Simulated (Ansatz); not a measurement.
Born–Oppenheimer molecular dynamics of H₂N (3 atoms, charge -1, multiplicity 1). It starts from a relaxed structure.

The calculation used RKS PBE0/def2-SVP (Ansatz 0.2.0).

| Property | Result |
| --- | --- |
| ensemble | NVT, Langevin thermostat |
| time step | 0.5 fs |
| steps asked | 400 |
| set temperature | 1000 K |
| friction | 0.02 /fs |
| temperature schedule | 100 steps to 1000 K, then 300 steps to 250 K |
| seed | 325060 |

First frame:

```xyz
3
Properties=species:S:1:pos:R:3
N 0.371 -0.220 0.183
H 0.105 0.796 0.144
H -0.476 -0.576 -0.327
```

Question: How far do the bonds stretch over the last three quarters of this one trajectory? (Pairs bonded in most of those frames.)

Answer: 
```csv
bond,mean (Å),spread (Å),shortest,longest
N1–H2,1.057,0.033,0.99,1.14
N1–H3,1.059,0.033,0.99,1.12
```

Mean temperature of the second half: 412 K. The schedule's set-point averaged 500 K over the second half and the system 412 K, so it lags behind the ramp. A run of 0.2 ps of so small a system gives no equilibrium averages. Limits of this set-up: an anion without diffuse functions, the dipole of an ion depends on the origin.

The run took 55 s on 1 thread of Arm Neoverse V2, with other jobs on the host, peak memory 0.07 GiB.
